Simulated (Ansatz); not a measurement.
Species: C4H8, SMILES `C=C(C)C` (charge 0, multiplicity 1).

Problem. Give a relaxed geometry from CAM-B3LYP-D3(BJ)/def2-TZVP (Ansatz, a program for electronic structure).

Solution. the end point of this relaxation (outside a Z-matrix the atoms follow the SMILES, hydrogens last).
Cartesian coordinates (Å) in one orientation:
```xyz
12

C      1.531    -0.154     0.106
C      0.216    -0.022     0.015
C     -0.449     1.319    -0.052
C     -0.705    -1.203    -0.029
H      1.999    -1.129     0.154
H      2.185     0.708     0.137
H     -1.031     1.416    -0.972
H     -1.150     1.444     0.777
H      0.274     2.131    -0.016
H     -1.415    -1.170     0.801
H     -1.296    -1.198    -0.948
H     -0.158    -2.143     0.024
```
